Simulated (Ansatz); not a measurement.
Ideal-gas functions of `C[C](F)F` radical at 500 K and 1 bar, from an Ansatz frequency run at PBE0-D4/def2-TZVP.

Molar mass 65.04 g/mol, point group Cs (symmetry number 1), electronic degeneracy 2, moments of inertia 49.295, 54.854, 98.501 u Å². Harmonic wavenumbers (cm⁻¹, unscaled): 193, 377, 463, 545, 876, 986, 1088, 1262, 1298, 1412, 1464, 1466, 3022, 3129, 3173.

Use S(trans) = R[1.5 ln M + 2.5 ln T − 1.1517]; rotational temperatures θ = 24.2544 K / I; S(rot) = R[ln(√π/σ · √(T³/θAθBθC)) + 1.5]; for each mode x = 1.438777 ν̃/T, S = R[x/(eˣ − 1) − ln(1 − e⁻ˣ)] and H = RT x/(eˣ − 1); 1 cm⁻¹ = 0.0119627 kJ/mol; R = 8.31446 J/(mol·K).

Q: By hand: the entropy, in J/(mol·K).

A: Translation 171.7. Rotation: θ = 0.492, 0.4422, 0.2462 K, giving 106.9. Vibration, mode by mode: 13.31, 8.03, 6.52, 5.38, 2.53, 1.97, 1.56, 1.04, 0.96, 0.74, 0.65, 0.65, 0.01, 0.01, 0.01, in all 43.4. Electronic 5.8. Sum 327.8 J/(mol·K).

Q: By hand: H − E and G − E in kJ/mol, counted from the electronic energy.

A: Zero-point energy ½ × 20754 × 0.0119627 = 124.1; thermal vibration 13.0; translation, rotation and pV give 4 RT = 16.6. H − E = 153.7 kJ/mol, and G − E = 153.7 − 500 × 327.8/1000 = -10.2 kJ/mol.

Vibration gives 13 % of the entropy.
